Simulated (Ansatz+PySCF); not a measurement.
The numbers below are computed, except where a source is named.
This PySCF input gave a total energy of -290.01173 hartree.

```python
from pyscf import gto, scf, mp

mol = gto.M(atom="""
Si 0.007520 -0.004890 -0.138580
H -0.005730 1.104350 0.940270
H -0.003960 -1.088730 0.944390
""", basis='def2-svp', charge=0, spin=0)
mf = scf.UHF(mol)
mf.kernel()
pt = mp.MP2(mf, frozen=5).run()
print(mf.e_tot, pt.e_corr, pt.e_tot)
```

Problem. Write an input for Ansatz with the same method and basis set.

Solution.

```yaml
crystal:
  periodic: [false, false, false]
  atoms:
    - { symbol: Si, position_ang: [0.00752, -0.00489, -0.13858] }
    - { symbol: H, position_ang: [-0.00573, 1.10435, 0.94027] }
    - { symbol: H, position_ang: [-0.00396, -1.08873, 0.94439] }
basis:
  gaussian: { orbitals: def2-SVP }
magnetization:
  spin_polarized: true
hamiltonian:
  xc: hf
correlation:
  method: mp2
  frozen_orbitals: { H: 0, Si: 5 }
scf:
  omitted_lower_state_checks: [stability, starts, atomic_configurations, cluster_reference, orbital_swaps, given_window_search, neighbouring_geometries, increment]
```

Ansatz (development build ahead of 0.2.0) gave -290.01173 hartree, 0.03 meV from the first. The reference isn't the lowest determinant (another lies 0.08 eV lower), but the same method gives a higher total on the lower determinant.
